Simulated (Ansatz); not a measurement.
# C₂H₆O₂S: how energies converge with the basis set

How large a basis does C₂H₆O₂S need? Two functionals are run in growing sets.

Computed with Ansatz 0.2.0, Gaussian basis. Level: one geometry, several basis sets.

Levels to be run: PBE0-D4/def2-SVP; ωB97M-V/def2-SVP; PBE0-D4/def2-QZVPP; ωB97M-V/def2-QZVPP; the functionals' def2-TZVPP values are taken from earlier runs.

### 1 Structure used throughout

All runs share one geometry, relaxed beforehand with PBE0-D4 in a triple-zeta def2 set.

11 atoms, charge 0, spin multiplicity 1.

Atoms are counted from 1 here; the program's logs count them from 0.

Bond lengths: C1–S2 1.771 Å, C1–H6 1.089 Å, C1–H7 1.089 Å, C1–H8 1.090 Å, S2–C3 1.771 Å, S2–O4 1.437 Å, S2–O5 1.437 Å, C3–H9 1.089 Å, C3–H10 1.090 Å, C3–H11 1.089 Å. Angles: S2–C1–H6 109.6°, S2–C1–H7 109.6°, S2–C1–H8 105.6°, H6–C1–H7 111.7°, H6–C1–H8 110.0°, H7–C1–H8 110.1°, C1–S2–C3 103.7°, C1–S2–O4 107.9°, C1–S2–O5 107.9°, C3–S2–O4 107.9°, C3–S2–O5 107.9°, O4–S2–O5 120.2°, S2–C3–H9 109.6°, S2–C3–H10 105.6°, S2–C3–H11 109.6°, H9–C3–H10 110.1°, H9–C3–H11 111.7°, H10–C3–H11 110.0°.

### 2 PBE0-D4 in def2-SVP

File in.yaml:

```yaml
crystal:
  periodic: [false, false, false]
  atoms:
    - {symbol: C, position_ang: [-1.388752, 0.212676, 0.228438]}
    - {symbol: S, position_ang: [0.136918, 0.373578, -0.656201]}
    - {symbol: C, position_ang: [1.290617, -0.541131, 0.327888]}
    - {symbol: O, position_ang: [-0.007332, -0.305280, -1.914172]}
    - {symbol: O, position_ang: [0.524665, 1.756546, -0.621474]}
    - {symbol: H, position_ang: [-1.285116, 0.651536, 1.219778]}
    - {symbol: H, position_ang: [-1.672425, -0.837486, 0.280894]}
    - {symbol: H, position_ang: [-2.124423, 0.770181, -0.352030]}
    - {symbol: H, position_ang: [1.365479, -0.091329, 1.316899]}
    - {symbol: H, position_ang: [2.246023, -0.462746, -0.191750]}
    - {symbol: H, position_ang: [0.979645, -1.583446, 0.382330]}
basis:
  gaussian: {orbitals: def2-SVP}
hamiltonian: {xc: pbe0, dispersion: d4}
output: {orbitals: {seedname: orbitals}}
```

Run with:

```console
> ansatz run in.yaml --threads 4 --pin off --events-out ev --progress --plain --max-ram 10444MiB
```

Further steps of the session: ωB97M-V in def2-SVP; PBE0-D4 in def2-QZVPP; ωB97M-V in def2-QZVPP.

Before running them: what should the planned runs give, taken together? Wanted: PBE0-D4: double and triple zeta above quadruple; ωB97M-V: double and triple zeta above quadruple.

The runs gave:

```
                                       quantity           value
PBE0-D4: double and triple zeta above quadruple  13.50, 0.75 eV
ωB97M-V: double and triple zeta above quadruple  13.79, 0.73 eV
```

In words: For PBE0-D4 the step from double to triple zeta gains 12.74 eV and the next only 0.75 eV. These are total energies; as a rule much of such shifts cancels in differences, which this series doesn't test. The LUMO of ωB97M-V is positive and keeps falling with the basis (2.93 to 1.43 eV): an unbound level that the basis holds in place.
